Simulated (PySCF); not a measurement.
A species of formula H6OSi2 has this rotational fingerprint, computed with PBE0-D3(BJ)/def2-SVP geometry optimisation, gas phase (PySCF 2.14.0):

* Rotational constants: A = 34976, B = 2904, C = 2862 MHz
* Dipole components: |μa| = 0.00 D, |μb| = 0.42 D, |μc| = 0.01 D
* Inertial defect: -11.92 u·Å²
* κ: -1.00

Problem. Which candidate fits, each taken in the one conformer that was computed?
A. `[OH:1][SiH2:2][SiH3:3]` with H–O1–Si2–Si3 -58°
B. `[SiH3]O[SiH3]`

Solution. B. It is [SiH3]O[SiH3]. The candidates at the same level (rigid rotor, commonest isotopes):

```json
{"SMILES": "O[SiH2][SiH3]", "A (MHz)": "15158", "B (MHz)": "3297", "C (MHz)": "2908", "μa (D)": "0.29", "μb (D)": "0.48", "μc (D)": "1.07", "Δ (u·Å²)": "-12.81", "point group": "–", "rotor": "near-prolate asymmetric top"}
{"SMILES": "[SiH3]O[SiH3]", "A (MHz)": "34976", "B (MHz)": "2904", "C (MHz)": "2862", "μa (D)": "0.00", "μb (D)": "0.42", "μc (D)": "0.01", "Δ (u·Å²)": "-11.92", "point group": "–", "rotor": "–"}
```

`O[SiH2][SiH3]` has A 57 % too low. No structure here is proved a minimum.
